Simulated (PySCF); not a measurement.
Species: C4H7S (charge -1).
Cartesian coordinates in Å at the PBE0-D3(BJ)/def2-SVP level; atoms count from 1:
```xyz
12
C4H7S angstrom
C     -2.050   -0.207   -0.425
C     -0.852    0.057    0.490
C      0.285   -0.901    0.309
C      1.523   -0.543   -0.139
S      2.923   -1.494   -0.414
H     -2.886    0.495   -0.245
H     -1.751   -0.129   -1.483
H     -2.437   -1.230   -0.277
H     -1.226    0.059    1.539
H     -0.482    1.083    0.308
H      0.099   -1.959    0.543
H      1.617    0.544   -0.349
```

The closed-shell ground state was solved at several levels (PySCF, density fitting, gas phase, non-relativistic). Where the HOMO energy is positive, the finite basis confines the outermost electrons. No diffuse functions stand in pcSseg-1 and pcSseg-2, which bears on an anion's orbital energies.

```
              level  basis functions  HOMO (eV)  LUMO (eV)  gap (eV)
      PBE0/pcSseg-1              127       0.18       4.93      4.75
CAM-B3LYP/def2-SVPD              163      -1.35       4.45      5.80
```

**Question.** Estimate the row for wB97X-D/pcSseg-2, a basis of 285 functions; the other rows only guide the guess.

**Answer.** HOMO -1.79 eV, LUMO 5.37 eV, gap 7.16 eV.

**Question.** Over all these levels, which gives the widest orbital gap and which the narrowest?

**Answer.** wB97X-D/pcSseg-2 (range-separated hybrid) has the widest, 7.16 eV, and PBE0/pcSseg-1 (global hybrid, 25 % exact exchange) the narrowest, 4.75 eV. Functional and basis both differ between the two, so the spread mixes both effects.

One conformer stands for the species.
